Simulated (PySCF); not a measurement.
Molecule (SMILES): FF (F2).
Geometry (B3LYP-D3(BJ)/def2-TZVP, fixed):
```xyz
2

F      0.0000     0.0000    -0.6982
F      0.0000     0.0000     0.6982
```
Charge 0, spin multiplicity 1.

Basis-set convergence of the mean static polarisability at HF with PySCF. All functions are spherical. Density fitting with generated auxiliary sets. No added dispersion term, no relativity. Reference: the value in aug-cc-pV5Z, 8.40 bohr³, itself unsure by roughly 0.2 % (its mean distance from d-aug-cc-pVTZ, aug-pcseg-3, aug-cc-pVQZ).

| basis | functions | mean static polarisability (bohr³) |
|---|---|---|
| 3-21G | 18 | 3.72 |
| 6-31G | 18 | (withheld) |
| pcseg-0 | 18 | (withheld) |
| cc-pVDZ | 28 | (withheld) |
| def2-SVP | 28 | (withheld) |
| 6-31+G* | 36 | 7.05 |
| aug-cc-pVDZ | 46 | 7.77 |
| aug-pcseg-1 | 46 | 8.47 |
| Sadlej pVTZ | 48 | 8.42 |
| aug-pcseg-2 | 92 | 8.36 |
| d-aug-cc-pVTZ | 124 | 8.42 |
| def2-QZVPPD | 132 | 8.40 |
| cc-pV5Z | 182 | 7.55 |

Some entries are withheld; supply them.


- 6-31G, mean static polarisability (bohr³): 4.56
- pcseg-0, mean static polarisability (bohr³): 4.26
- cc-pVDZ, mean static polarisability (bohr³): 4.93
- def2-SVP, mean static polarisability (bohr³): 5.19
